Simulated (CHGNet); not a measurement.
**hcp Zr**

All values below come from the machine-learned potential CHGNet 0.3.0 (trained on PBE and PBE+U data).

Cell: relaxed at this level.

```
Property                            Result
---------------------------  -------------
lattice parameter a                3.212 Å
c axis length                      5.251 Å
equilibrium volume per atom  23.45 Å³/atom
```

Measured, for comparison: lattice constant a 3.232 Å, lattice parameter c 5.148 Å (293 K, not corrected to a static lattice; as tabulated in Wikipedia's data pages). Computed (rounded) less measured: lattice constant a -0.6 %, lattice parameter c +2.0 %. A static lattice is as a rule a little smaller and stiffer than an uncorrected measurement, which narrows the difference in the lattice constant a and would widen misses of the other sign.

A machine-learned potential is trained on density-functional data: it inherits that level's misses and adds fitting errors of its own.
